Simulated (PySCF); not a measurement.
## Working out the ionisation energy of F

F [He] 2s2 2p5 (2P) → F⁺ [He] 2s2 2p4 (3P). Computed with PySCF 2.14 in aug-cc-pVTZ-DK (5s4p3d2f, 46 functions), with the spin-free X2C one-electron Hamiltonian (Gaussian nucleus). Frozen: 1s2. Energies in hartree (1 hartree = 27.21139 eV):

```json
{"part": "UHF", "F (lower)": "-99.493655", "F⁺ (upper)": "-98.918188"}
{"part": "MP2 opposite-spin", "F (lower)": "-0.155662", "F⁺ (upper)": "-0.109836"}
{"part": "MP2 same-spin", "F (lower)": "-0.049731", "F⁺ (upper)": "-0.035273"}
```

**Question.** What does Hartree-Fock give?

**Answer.** (-98.918188) − (-99.493655) = 0.575467 hartree = 15.659 eV.

**Question.** What do MP2 and SCS-MP2 (6/5 opposite-spin, 1/3 same-spin) give?

**Answer.** The opposite-spin parts differ by 1.247 eV and the same-spin parts by 0.393 eV. MP2: 15.659 + (1.247) + (0.393) = 17.299 eV. SCS-MP2: 15.659 + 1.2 × (1.247) + (0.393)/3 = 17.286 eV.

Measured between the centres of the two terms (NIST): 17.427 eV, so MP2 (valence) is off by -0.128 eV.

What remains against the reference includes basis incompleteness, the frozen core and correlation beyond second order.
